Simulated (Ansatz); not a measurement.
A run of Ansatz (development build ahead of 0.2.0) on singlet BNH6 at this shape:

```yaml
atoms:
  - { symbol: B, position_ang: [0.0069, 0.0010, -0.9084] }
  - { symbol: N, position_ang: [0.0040, 0.0045, 0.7275] }
  - { symbol: H, position_ang: [0.0094, -1.1785, -1.2389] }
  - { symbol: H, position_ang: [-1.0211, 0.5900, -1.2517] }
  - { symbol: H, position_ang: [1.0262, 0.5832, -1.2358] }
  - { symbol: H, position_ang: [-0.0033, 0.9484, 1.0798] }
  - { symbol: H, position_ang: [-0.8286, -0.4726, 1.0804] }
  - { symbol: H, position_ang: [0.8307, -0.4719, 1.0950] }
```

Its results:

* Converged: yes
* Total energy: -82.65135 hartree
* Spin squared of the determinant: 0.000

Problem. Which input gives this output? Name the method, the orbitals and the basis set, and write the input.

Solution. RHF in def2-TZVP. An unrestricted run that stays on the closed shell gives the same numbers.

```yaml
crystal:
  periodic: [false, false, false]
  atoms:
    - { symbol: B, position_ang: [0.00694, 0.00097, -0.90837] }
    - { symbol: "N", position_ang: [0.00398, 0.0045, 0.72754] }
    - { symbol: H, position_ang: [0.0094, -1.17849, -1.23891] }
    - { symbol: H, position_ang: [-1.02108, 0.58999, -1.25175] }
    - { symbol: H, position_ang: [1.02621, 0.58323, -1.23583] }
    - { symbol: H, position_ang: [-0.00328, 0.94837, 1.07977] }
    - { symbol: H, position_ang: [-0.82862, -0.47259, 1.08044] }
    - { symbol: H, position_ang: [0.83072, -0.47187, 1.09499] }
basis:
  gaussian: { orbitals: def2-TZVP }
hamiltonian:
  xc: hf
```
